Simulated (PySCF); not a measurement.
# SiH2SF (SMILES F[SiH]S): UPBE/STO-3G

What is the vertical doublet–quartet gap of SiH2SF at UPBE/STO-3G? 

The calculation is run with PySCF 2.14.0.

5 further runs of the same task are left out: 1 that didn't finish, 4 set aside as unsound or not needed.

## Step 1: The structure to begin with

SiH2SF has 5 atoms, charge 0, and is taken as a doublet. As SMILES, `F[SiH]S`. The coordinates come from a PBE0-D4/def2-TZVP relaxation. This is one conformer, not always the lowest.

Bond lengths: F1–Si2 1.603 Å, Si2–S3 2.122 Å, Si2–H4 1.489 Å, S3–H5 1.344 Å. Angles: F1–Si2–S3 112.5°, F1–Si2–H4 107.6°, S3–Si2–H4 105.3°, Si2–S3–H5 95.0°.

## Step 2: The energy at UPBE/STO-3G

run.py reads:

```python
# F[SiH]S
from pyscf import gto, dft

system = gto.Mole()
system.atom = '''
F     -2.347607    -0.996264     2.143327
Si    -1.189394    -0.317474    -0.573154
S      2.646939     0.828645    -0.362449
H     -1.175032    -2.676797    -2.107989
H      2.159390     3.022617     0.822031
'''
system.charge = 0
system.max_memory = 1860
system.unit = 'bohr'
system.basis = 'sto-3g'
system.spin = 1
system.verbose = 3
system.build()

calc0 = dft.UKS(system)
calc0.xc = 'pbe'
calc0.conv_tol = 1e-10
calc0.grids.level = 5
calc0.kernel()
if not calc0.converged:
    calc0 = calc0.newton().run(calc0.mo_coeff, calc0.mo_occ)

e_tot = calc0.e_tot
print('E(%s) = %.9f' % ('PBE', e_tot))
```

Command:

```
$ OMP_NUM_THREADS=1 python run.py
```

The log of the run:

```text
WARN: HOMO -0.155093252428681 >= LUMO -0.155093252428682

converged SCF energy = -779.033824356017  <S^2> = 0.75054291  2S+1 = 2.0005428
E(PBE) = -779.033824356
```

Wall time 6.9 s (1 thread of Arm Neoverse V1, shared host); peak memory 0.23 GiB.

## Step 3: The quartet at the same level

input.py reads:

```python
from pyscf import gto, dft

system = gto.Mole()
system.atom = '''
F       -1.242300      -0.527200       1.134200
Si      -0.629400      -0.168000      -0.303300
S        1.400700       0.438500      -0.191800
H       -0.621800      -1.416500      -1.115500
H        1.142700       1.599500       0.435000
'''
system.basis = 'sto-3g'
system.spin = 3
system.verbose = 3
system.max_memory = 1860
system.build()

mf = dft.UKS(system, xc='pbe')
mf.grids.level = 5
mf.conv_tol = 1e-10
mf.kernel()
if not mf.converged:
    mf = mf.newton().run(mf.mo_coeff, mf.mo_occ)

energy = mf.e_tot
print('E(%s) = %.9f' % ('PBE', energy))
```

Command:

```
$ OMP_NUM_THREADS=1 python input.py
```

The log of the run:

```text
WARN: HOMO 0.0825438196934161 >= LUMO -0.278846379111252

WARN: HOMO 0.169025157290905 >= LUMO 0.134857725377581

WARN: HOMO 0.171394150053618 >= LUMO -0.0112494203359296

WARN: HOMO 0.209846339825633 >= LUMO -0.060165197918195

WARN: HOMO 0.197747968542101 >= LUMO -0.0741935463249837

WARN: HOMO 0.196850011257581 >= LUMO -0.0735596541937031

WARN: HOMO 0.187232509274038 >= LUMO -0.063244423672766

WARN: HOMO 0.209676827122581 >= LUMO -0.0795725046065092

WARN: HOMO 0.200173174401222 >= LUMO -0.0993267159973004

WARN: HOMO 0.206843798975746 >= LUMO -0.10150394913857

WARN: HOMO 0.206879400815622 >= LUMO -0.0996935782703503

WARN: HOMO 0.206606834322143 >= LUMO -0.0967222797125107

WARN: HOMO 0.205764131189849 >= LUMO -0.0980707505176312

WARN: HOMO 0.205788106814078 >= LUMO -0.0978116671636454

WARN: HOMO 0.205690703460031 >= LUMO -0.0978716853791937

WARN: HOMO 0.205704175295512 >= LUMO -0.097856462598627

WARN: HOMO 0.205702548609041 >= LUMO -0.0978621548007922

WARN: HOMO 0.205702860189595 >= LUMO -0.0978605212038152

WARN: HOMO 0.205702853892258 >= LUMO -0.0978603394298353

WARN: HOMO 0.205702820548876 >= LUMO -0.0978604344687869

converged SCF energy = -778.730717070467  <S^2> = 3.7510663  2S+1 = 4.0005331
E(PBE) = -778.730717070
```

Wall time 11 s (1 thread of Arm Neoverse V1, shared host); peak memory 0.23 GiB.

## Step 4: Results

Level: UPBE/STO-3G.

```
                                        quantity          value
                           doublet: total energy  -779.03382 Eh
                          doublet: dipole moment         0.97 D
     doublet: HOMO energy (highest over α and β)       -0.90 eV
      doublet: LUMO energy (lowest over α and β)        0.33 eV
                                   doublet: ⟨S²⟩          0.751
                           quartet: total energy  -778.73072 Eh
                          quartet: dipole moment         0.97 D
                                   quartet: ⟨S²⟩          3.751
vertical energy of the quartet above the doublet       8.248 eV
```

In words: At this shape the quartet lies 8.25 eV (190 kcal/mol) above the doublet. In a minimal basis such a difference can be off by several eV, whatever the method. Mulliken charges (doublet) run from -0.18 on F1 to +0.40 on Si2. Mulliken charges (quartet) run from -0.15 on F1 to +0.23 on Si2.
